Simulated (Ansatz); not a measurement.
Correlation energies of C4H5F (`FCC1=CC1`) by basis set

Cartesian coordinates in Å:
```
F 1.836 -0.969 -1.248
C 1.424 -0.068 -0.291
C -0.024 -0.102 -0.099
C -1.200 -0.556 -0.360
C -1.142 0.513 0.686
H 1.739 0.935 -0.603
H 1.935 -0.305 0.650
H -1.832 -1.223 -0.919
H -1.471 1.525 0.446
H -1.266 0.250 1.738
```

Charge 0, multiplicity 1. The geometry is a stationary point of PBE0-D4/def2-TZVP. It is one conformer, not always the lowest. Frozen core, restricted reference, the Gaussian-basis code of Ansatz. CBS rows extrapolate triple and quadruple zeta; past MP2 they add the triple-zeta difference.

| basis | HF (Eh) | MP2 corr. | CCSD corr. | (T) | CCSD(T) total |
| --- | --- | --- | --- | --- | --- |
| def2-SVP | -253.52152 | -0.71585 | -0.75482 | -0.02378 | -254.30012 |
| def2-TZVPP | -253.81789 | -0.89393 | ? | -0.03841 | ? |
| def2-QZVPP | ? | ? | – | – | – |
| CBS(def2) | ? | -1.00777 | -1.03546 | as TZ | ? |

Q: Fill in the withheld values. (Estimate.)

A: The calculation gave: def2-TZVPP CCSD corr.: -0.92162; def2-TZVPP CCSD(T) total: -254.77792; def2-QZVPP HF (Eh): -253.82896; def2-QZVPP MP2 corr.: -0.95933; CBS(def2) HF (Eh): -253.83048; CBS(def2) CCSD(T) total: -254.90435.
